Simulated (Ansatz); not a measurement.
The inner images of a band of C3H4N (8 atoms, charge -1, multiplicity 1) are given out of order.

Method: Ansatz 0.2.0, RKS BLYP/def2-SVP.

Image 0:

```xyz
8
Properties=species:S:1:pos:R:3
C -0.006 1.848 -0.863
N -0.027 0.541 -0.926
C -0.416 -0.453 -0.084
C 0.192 -0.888 1.084
H 0.582 2.196 -1.811
H -1.268 -1.062 -0.467
H -0.108 -1.838 1.556
H 1.051 -0.345 1.510
```

Image 8:

```xyz
8
Properties=species:S:1:pos:R:3
C -0.006 1.849 -0.862
N -0.028 0.542 -0.925
C -0.416 -0.453 -0.084
C 0.191 -0.887 1.085
H 0.581 2.197 -1.810
H -1.266 -1.064 -0.469
H 1.050 -0.344 1.511
H -0.107 -1.840 1.555
```

Q: Put them in order from the first end to the last, with their energies above the first end.
A.
```xyz
8
Properties=species:S:1:pos:R:3
C -0.691 1.782 -0.717
N -0.393 0.561 -0.590
C -0.200 -0.686 -0.289
C 0.421 -1.192 0.983
H 0.145 2.366 -1.208
H -0.545 -1.379 -1.111
H -0.166 -0.754 1.841
H 1.429 -0.698 1.091
```
B.
```xyz
8
Properties=species:S:1:pos:R:3
C -1.069 1.703 -0.670
N -0.469 0.580 -0.625
C -0.047 -0.624 -0.295
C 0.368 -1.059 1.008
H -0.326 2.455 -1.157
H 0.002 -1.326 -1.166
H 0.109 -0.348 1.818
H 1.431 -1.382 1.086
```
C.
```xyz
8
Properties=species:S:1:pos:R:3
C -0.242 1.864 -0.886
N -0.071 0.581 -0.820
C -0.377 -0.520 -0.130
C 0.328 -1.004 0.985
H 0.558 2.265 -1.636
H -1.164 -1.166 -0.597
H -0.190 -1.638 1.722
H 1.159 -0.383 1.363
```
D.
```xyz
8
Properties=species:S:1:pos:R:3
C -1.206 1.605 -0.663
N -0.358 0.634 -0.705
C 0.041 -0.576 -0.295
C 0.431 -0.965 0.999
H -0.656 2.514 -1.147
H 0.177 -1.303 -1.131
H 0.292 -0.243 1.822
H 1.279 -1.666 1.118
```
E.
```xyz
8
Properties=species:S:1:pos:R:3
C -0.879 1.758 -0.661
N -0.461 0.564 -0.589
C -0.125 -0.666 -0.299
C 0.367 -1.139 1.002
H -0.074 2.392 -1.183
H -0.250 -1.362 -1.174
H -0.060 -0.516 1.823
H 1.482 -1.030 1.081
```
F.
```xyz
8
Properties=species:S:1:pos:R:3
C -0.408 1.861 -0.896
N -0.251 0.621 -0.665
C -0.335 -0.598 -0.189
C 0.429 -1.098 0.930
H 0.514 2.287 -1.452
H -1.008 -1.278 -0.779
H -0.184 -1.388 1.817
H 1.243 -0.408 1.234
```
G.
```xyz
8
Properties=species:S:1:pos:R:3
C -0.547 1.816 -0.818
N -0.323 0.586 -0.623
C -0.272 -0.662 -0.249
C 0.447 -1.152 0.943
H 0.346 2.345 -1.290
H -0.802 -1.355 -0.961
H -0.194 -1.062 1.862
H 1.344 -0.516 1.137
```

A: C (+0.21 eV), F (+0.51 eV), G (+0.88 eV), A (+1.12 eV), E (+0.84 eV), B (+0.42 eV), D (+0.13 eV).

The run took 2.2 min on 1 thread of Arm Neoverse V2, with other jobs on the host, peak memory 0.13 GiB.
